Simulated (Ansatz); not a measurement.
nitric oxide (NO), SMILES [N]=O, multiplicity 2.

Coordinates come from a B3LYP-D3(BJ)/def2-TZVPD optimisation.

Two levels are set side by side: PBE/def2-TZVPD (Ansatz, a quantum-chemistry and plane-wave program) and PBE0/def2-TZVPD (Ansatz). Energy differences of separate SCF runs at the same geometry; the states with an electron removed or added have multiplicity 1 and 3. Differences are taken from unrounded values.

```csv
quantity,PBE0,PBE,PBE minus PBE0
vertical ionisation energy (eV),10.12,9.83,-0.29
```
